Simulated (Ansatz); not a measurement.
**Dissociation curves of H3S+ (sulfonium)**

The species is H3S+ (4 atoms), meant as a singlet with charge +1. SMILES: `[SH3+]`. Geometry: relaxed at GFN2-xTB.

```csv
atom,x (Å),y (Å),z (Å)
S,0.3016,-0.1009,-0.4460
H,0.8480,0.2809,0.7343
H,-0.4941,-1.0379,0.1250
H,-0.6555,0.8579,-0.4134
```

The S1–H2 distance is scanned; the parts on either side stay rigid. Basis 3-21G, 5 core orbitals frozen in the correlated methods; program Ansatz 0.2.0. FCI is exact within this basis and core. Energies in eV from each method's value at 1.356 Å; methods without a U are spin-restricted. The shape above is that at 1.356 Å.

| distance (Å) | revPBE | PBE0 | B3LYP | wB97X | wB97M-V | BCCD(T) | CCSDTQ | FCI |
| --- | --- | --- | --- | --- | --- | --- | --- | --- |
| 1.356 | 0.00 | 0.00 | 0.00 | 0.00 | 0.00 | 0.00 | 0.00 | 0.00 |
| 1.694 | 0.53 | 0.62 | 0.59 | 0.69 | 0.64 | 0.52 | 0.52 | 0.52 |
| 2.033 | 1.55 | 1.74 | 1.67 | 1.89 | 1.78 | 1.47 | 1.46 | 1.46 |
| 2.711 | 3.17 | 3.55 | 3.40 | 3.89 | 3.70 | 2.85 | 2.86 | 2.85 |
| 3.389 | 3.91 | 4.46 | 4.26 | 5.04 | 4.80 | 3.30 | 3.33 | 3.33 |

Departure from the FCI curve at its largest: revPBE +0.57 eV at 3.39 Å; PBE0 +1.13 eV at 3.39 Å; B3LYP +0.93 eV at 3.39 Å; wB97X +1.70 eV at 3.39 Å; wB97M-V +1.46 eV at 3.39 Å; BCCD(T) -0.04 eV at 3.39 Å; CCSDTQ within 0.005 eV. Restricted functionals keep the electrons paired too, and rise too high.
